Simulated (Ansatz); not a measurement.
Input for Ansatz (development build ahead of 0.2.0):

```yaml
crystal:
  periodic: [false, false, false]
  atoms:
    - { symbol: O, position_ang: [0.0, 0.0, 0.0] }
    - { symbol: O, position_ang: [0.0, 0.0, 3.0] }
basis:
  gaussian: { orbitals: pcseg-2 }
total_charge: -1
magnetization:
  initial_magnetization: 1
hamiltonian:
  xc: pbe0
```

The input is written out in the form of the current development build from the run's settings.

The run gave:

```yaml
Converged: yes
Total_energy: -150.04085 hartree
Spin_squared_of_the_determinant: 0.750
Stability_test: minimum among restricted orbitals
```

Caution: stretched shape with no unrestricted run beside it, a lower state can exist; no diffuse functions for an anion; charge can spread falsely over distant fragments.
